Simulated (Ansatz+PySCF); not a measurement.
Results of a calculation; reference values are marked as such.
Input for PySCF 2.14.0:

```python
from pyscf import gto, dft

mol = gto.M(atom="""
C 0.026120 0.008580 -0.681620
C 0.038640 -0.009980 0.753510
H -0.020620 -0.953930 -1.262370
H -0.015940 0.923230 -1.256120
H -0.915370 -0.043350 1.284550
H 0.964940 -0.037950 1.299300
""", basis='def2-svp', charge=0, spin=2)
mf = dft.UKS(mol, xc='pbe0')
mf.kernel()
print(mf.converged, mf.e_tot, mf.spin_square()[0])
```

The script is written out from the run's settings.

Results

```json
{
 "Converged": "yes",
 "Total energy": "-78.32690 hartree",
 "Spin squared of the determinant": "2.005",
 "Cycles": "9"
}
```

Caution: another spin multiplicity may lie lower.
